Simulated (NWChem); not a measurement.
System: hydrazine (N₂H₄); SMILES NN

```xyz
6

N     -0.0584     0.6990     0.0738
N      0.0584    -0.6990     0.0738
H      0.8426     1.1052     0.3138
H     -0.3357     1.0835    -0.8307
H     -0.8426    -1.1052     0.3138
H      0.3357    -1.0835    -0.8307
```
Atoms are numbered in this order, from 1.

Program: NWChem. Pople sets run with spherical d functions. STO-3G and 3-21G are far too small for this property and stand as cheap habits. Structure relaxed at the PBE0/def2-SVP level. Vertical excitations in the gas phase; the lowest state need not have the same character in each row.

Question: Taking PBE/def2-TZVPD, TDA as the yardstick, which of these has the fewest basis functions while keeping “lowest excitation, singlet (eV)” within 0.05 eV of it: PBE/def2-SVP, TDA; PBE/def2-TZVP, TDA; PBE/aug-cc-pVDZ, TDA; PBE/3-21G, TDA; PBE/6-31G*, TDA; PBE/6-31+G*, TDA; PBE/def2-SVPD, TDA?

Answer: none of them.
```
level                 basis functions  lowest excitation, singlet (eV)  relative time (rough)
--------------------  ---------------  -------------------------------  ---------------------
PBE/3-21G, TDA                     26                             6.89                      1
PBE/6-31G*, TDA                    36                             6.78                      1
PBE/6-31+G*, TDA                   44                             5.80                      2
PBE/def2-SVP, TDA                  48                             6.12                      1
PBE/def2-SVPD, TDA                 72                             5.87                      3
PBE/aug-cc-pVDZ, TDA               82                             4.96                      4
PBE/def2-TZVP, TDA                 86                             5.82                      4
PBE/def2-TZVPD, TDA               110                             5.39                      7
```

The yardstick is one finite set, not the basis-set limit.
